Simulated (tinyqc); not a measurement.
Worked calculation: CIS and TDHF on RHF in the sto-6g basis, frozen core, for H2O, spin multiplicity 1. One step of it, computed by the program tinyqc.

Question. TDHF (RPA) triplet states. B(ia,jb) = - (ib|ja); the squared energies are the eigenvalues of (A - B)(A + B); 1 hartree = 27.211386 eV.

CIS matrix A, triplet (hartree), lower triangle:
```
           2>6        2>7        3>6        3>7       4>6       4>7       5>6       5>7
2>6   1.279421
2>7   0.000000   1.380719
3>6   0.000000  -0.094858   0.645356
3>7  -0.094858   0.000000   0.000000   0.708236
4>6  -0.055943   0.000000   0.000000  -0.047045  0.540378
4>7   0.000000   0.009416  -0.047045   0.000000  0.000000  0.592802
5>6   0.000000   0.000000   0.000000   0.000000  0.000000  0.000000  0.421253
5>7   0.000000   0.000000   0.000000   0.000000  0.000000  0.000000  0.000000  0.498713
```

Two-electron integrals over orbitals (pq|rs), unique and non-zero (hartree); the lowest 1 orbital is frozen and left out:
```
(22|22) 0.735163    (32|32) 0.143636    (33|22) 0.653372    (33|33) 0.640567
(42|22) 0.005598    (42|33) 0.005425    (42|42) 0.122655    (43|32) 0.017083
(43|43) 0.048820    (44|22) 0.671842    (44|33) 0.602650    (44|42) -0.103015
(44|44) 0.774912    (52|52) 0.144101    (53|53) 0.029446    (54|52) -0.049368
(54|54) 0.057120    (55|22) 0.749066    (55|33) 0.635700    (55|42) -0.072365
(55|44) 0.725158    (55|55) 0.880663    (62|22) 0.147610    (62|33) 0.082425
(62|42) 0.018625    (62|44) 0.084336    (62|55) 0.160022    (62|62) 0.105151
(63|32) -0.032663   (63|43) -0.026821   (63|63) 0.064521    (64|22) 0.093677
(64|33) 0.044917    (64|42) -0.041727   (64|44) 0.125383    (64|55) 0.119104
(64|62) 0.058718    (64|64) 0.074122    (65|52) 0.057561    (65|54) -0.001574
(65|65) 0.038496    (66|22) 0.628147    (66|33) 0.579335    (66|42) 0.055943
(66|44) 0.558645    (66|55) 0.599801    (66|62) 0.104622    (66|64) 0.044415
(66|66) 0.610911    (72|32) 0.037951    (72|43) -0.036972   (72|63) 0.036080
(72|72) 0.060905    (73|22) 0.132314    (73|33) 0.090396    (73|42) -0.082038
(73|44) 0.154141    (73|55) 0.187034    (73|62) 0.076349    (73|64) 0.083109
(73|66) 0.038319    (73|73) 0.155273    (74|32) -0.080055   (74|43) 0.001739
(74|63) 0.042672    (74|72) -0.014969   (74|74) 0.072152    (75|53) 0.023489
(75|75) 0.023508    (76|32) 0.094858    (76|43) 0.047045    (76|63) -0.057592
(76|72) -0.013051   (76|74) -0.059456   (76|76) 0.111817    (77|22) 0.623610
(77|33) 0.613215    (77|42) -0.009416   (77|44) 0.602981    (77|55) 0.619102
(77|62) 0.068452    (77|64) 0.037539    (77|66) 0.573477    (77|73) 0.082445
(77|77) 0.617116
```

Give: TDHF matrix B, triplet; squared energies w^2; TDHF energies from the positive w^2.

Answer.

TDHF matrix B, triplet (hartree), lower triangle:
```
        2>6     2>7     3>6     3>7     4>6     4>7     5>6     5>7
2>6  -0.105
2>7   0.000  -0.061
3>6   0.000  -0.076  -0.065
3>7  -0.036   0.000   0.000  -0.155
4>6  -0.059   0.000   0.000  -0.043  -0.074
4>7   0.000   0.015  -0.083   0.000   0.000  -0.072
5>6   0.000   0.000   0.000   0.000   0.000   0.000  -0.038
5>7   0.000   0.000   0.000   0.000   0.000   0.000   0.000  -0.024
```

squared energies w^2 (hartree^2): 0.176  0.248  0.249  0.293  0.434  0.485  1.672  1.930

TDHF energies from the positive w^2 (eV): 11.415  13.556  13.577  14.733  17.932  18.944  35.184  37.808
